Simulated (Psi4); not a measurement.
# CH6Al− (SMILES [CH3][AlH3-]) at QCISD/6-311G(d)

Aim: the energy change on altering one bond length of CH6Al− at QCISD/6-311G*, from 2 runs. 

The calculation is run with Psi4 1.11.

3 further runs of the same task are left out: 3 set aside as unsound or not needed.

### 1 The molecule

The species is CH6Al− (8 atoms), meant as a singlet with charge -1. SMILES: `[CH3][AlH3-]`. Geometry: a GFN2-xTB relaxation, a rough one for these elements and not checked as a minimum.

Bond lengths: C1–Al2 2.053 Å, C1–H3 1.101 Å, C1–H4 1.101 Å, C1–H5 1.101 Å, Al2–H6 1.627 Å, Al2–H7 1.627 Å, Al2–H8 1.627 Å. Some angles: C1–Al2–H6 110.0°, C1–Al2–H7 109.9°, C1–Al2–H8 109.9°, Al2–C1–H3 113.6°, Al2–C1–H4 113.4°, Al2–C1–H5 113.6°, H6–Al2–H7 109.0°, H6–Al2–H8 109.0°, H7–Al2–H8 109.0°, H3–C1–H4 105.1°.

### 2 The energy at QCISD/6-311G(d)

job.py

```python
import psi4

psi4.set_memory(1600000000)
psi4.set_num_threads(1)
psi4.set_output_file('run.log', False)

molecule = psi4.geometry("""
-1 1
C     -0.35029853     0.20953283    -1.97979047
Al     0.32051645    -0.19261978     1.81988185
H     -0.98607799    -1.54271572    -2.90303507
H      1.32401771     0.81326253    -3.05659421
H     -1.81562996     1.61851263    -2.42075806
H     -1.50357949     1.70014880     3.41388473
H      3.25412728     0.48342974     2.44281117
H     -0.24305657    -3.08956993     2.68361897
units bohr
symmetry c1
""")

psi4.set_options({
    'basis': '6-311G*',
    'scf_type': 'pk',
    'freeze_core': True,
})

e_tot = psi4.energy("qcisd", molecule=molecule)
print('E =', round(e_tot, 9))
```

Launch:

```sh
$ python job.py
```

run.log:

```text
[...]
  Running in c1 symmetry.
[...]
  Nuclear repulsion =   55.134487704019030
[...]
  Multiplicity = 1
[...]
  Nalpha       = 13
  Nbeta        = 13
[...]
    Number of basis functions: 62
[...]
   @RHF iter   1:  -283.16635231029653   -8.34185e-01   7.00450e-03 DIIS/ADIIS
[...]
   @RHF iter  10:  -283.28305606170642   -1.31877e-11   5.64195e-09 DIIS
[...]
    Orbital Energies [Eh]
    ---------------------
    Doubly Occupied:
       1A    -58.215703     2A    -11.003569     3A     -4.627635
       4A     -2.943440     5A     -2.943439     6A     -2.942888
       7A     -0.724613     8A     -0.350466     9A     -0.347531
      10A     -0.347450    11A     -0.196450    12A     -0.193799
      13A     -0.193709
[...]
  @RHF Final Energy:  -283.28305606170642
   => Energetics <=
    Nuclear Repulsion Energy =             55.1344877040190298
    One-Electron Energy =                -506.7737031760286754
    Two-Electron Energy =                 168.3561594103032348
    Total Energy =                       -283.2830560617064179
[...]
 Multipole Moments:
 ------------------------------------------------------------------------------------
     Multipole            Electronic (a.u.)      Nuclear  (a.u.)        Total (a.u.)
 ------------------------------------------------------------------------------------
 L = 1.  Multiply by 2.5417464519 to convert [e a0] to [Debye]
 Dipole X            :          0.1739546           -0.3895251           -0.2155705
 Dipole Y            :         -0.1047111            0.2351748            0.1304636
 Dipole Z            :          1.0030939           -2.2218889           -1.2187950
 Magnitude           :                                                    1.2445693
[...]
      * MP2 total energy:                   -283.497176302585
[...]
      * MP3 total energy:                   -283.524580724471
[...]
      * QCISD total energy:                 -283.534023352001
[...]
```

Standard output:

```text
E = -283.534023352
```

Run time: 3.3 s. Hardware: 1 thread of Intel Xeon Platinum 8559C (Emerald Rapids), shared host; peak memory 0.29 GiB.

### 3 The distorted shape at the same level

job.in

```
memory 1600 mb

molecule {
  -1 1
  C     -0.495848     0.039331    -1.113588
  Al    -0.140868    -0.173479     0.897112
  H     -0.832288    -0.887919    -1.602148
  H      0.390162     0.358811    -1.683408
  H     -1.271268     0.784931    -1.346938
  H     -1.106138     0.828131     1.740622
  H      1.722010     0.255820     1.292680
  H     -0.439098    -1.706479     1.354182
  symmetry c1
}

set {
  basis       6-311G*
  scf_type    pk
  freeze_core true
}

e_tot, wfn = energy('qcisd', return_wfn=True)
```

Launch:

```sh
$ psi4 job.in job.out -n 1
```

job.out:

```text
[...]
  Running in c1 symmetry.
[...]
  Nuclear repulsion =   54.283100419028727
[...]
  Multiplicity = 1
[...]
  Nalpha       = 13
  Nbeta        = 13
[...]
    Number of basis functions: 62
[...]
   @RHF iter   1:  -283.15747617440149   -8.88916e-01   6.92449e-03 ADIIS/DIIS
[...]
   @RHF iter  10:  -283.27169718091511   -1.36424e-11   5.18702e-09 DIIS
[...]
    Orbital Energies [Eh]
    ---------------------
    Doubly Occupied:
       1A    -58.244879     2A    -11.012385     3A     -4.653166
       4A     -2.969173     5A     -2.968814     6A     -2.968446
       7A     -0.732361     8A     -0.355299     9A     -0.354902
      10A     -0.347396    11A     -0.205624    12A     -0.204278
      13A     -0.171704
[...]
  @RHF Final Energy:  -283.27169718091511
   => Energetics <=
    Nuclear Repulsion Energy =             54.2831004190287274
    One-Electron Energy =                -504.7327422290830441
    Two-Electron Energy =                 167.1779446291392333
    Total Energy =                       -283.2716971809151119
[...]
 Multipole Moments:
 ------------------------------------------------------------------------------------
     Multipole            Electronic (a.u.)      Nuclear  (a.u.)        Total (a.u.)
 ------------------------------------------------------------------------------------
 L = 1.  Multiply by 2.5417464519 to convert [e a0] to [Debye]
 Dipole X            :         -0.5595800           -0.1311042           -0.6906842
 Dipole Y            :         -0.2707619            0.2947273            0.0239654
 Dipole Z            :          0.8272120           -2.1670149           -1.3398029
 Magnitude           :                                                    1.5075446
[...]
      * MP2 total energy:                   -283.485632991817
[...]
      * MP3 total energy:                   -283.513432402681
[...]
      * QCISD total energy:                 -283.523608061900
[...]
```

Run time: 3.3 s. Hardware: 1 thread of Intel Xeon Platinum 8559C (Emerald Rapids), shared host; peak memory 0.29 GiB.

### 4 Outcome

Level: QCISD/6-311G*, 6 core orbitals frozen.

| quantity | value |
| --- | --- |
| first shape: total energy | -283.53402 Eh |
| first shape: HOMO energy (Hartree–Fock orbitals) | -5.27 eV |
| first shape: LUMO energy (Hartree–Fock orbitals) | 6.92 eV |
| first shape: HOMO–LUMO gap (to an unbound level, set by the basis) | 12.19 eV |
| first shape: correlation energy (6 core orbitals frozen) | -251.0 mEh |
| first shape: T1 diagnostic | 0.013 |
| distorted shape: total energy | -283.52361 Eh |
| distorted shape: HOMO energy (Hartree–Fock orbitals) | -4.67 eV |
| distorted shape: LUMO energy (Hartree–Fock orbitals) | 6.87 eV |
| distorted shape: HOMO–LUMO gap (to an unbound level, set by the basis) | 11.54 eV |
| distorted shape: correlation energy (6 core orbitals frozen) | -251.9 mEh |
| distorted shape: T1 diagnostic | 0.014 |
| energy change with the Al2–H7 bond stretched from 1.627 to 1.952 Å | 0.283 eV |

With the Al2–H7 bond stretched from 1.627 to 1.952 Å the energy rises by 0.28 eV (27.3 kJ/mol). The first shape isn't relaxed at this level, so the change isn't measured from a minimum.
